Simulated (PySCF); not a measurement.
Caution: the highest occupied level lies above zero, so the state may not be bound.

B3LYP has the VWN-RPA correlation part, as in Gaussian. Delta-SCF ions had no search for a lower state. 

## H₃Si, SMILES `[SiH3-]` (charge -1, multiplicity 1)

Computed with B3LYP-D3(BJ)/def2-TZVPD (PySCF).

The HOMO comes out as 0.42 eV and the vertical detachment energy (Delta-SCF) is 1.87 eV. The total energy comes out as -291.3134 Ha and the cost is about 9 core-seconds (a rough figure).

```xyz
4

Si    -0.0002     0.0023    -0.6157
H     -0.6775    -1.1186     0.2019
H      1.3074    -0.0284     0.2046
H     -0.6292     1.1454     0.2098
```
Charge -1, spin multiplicity 1.
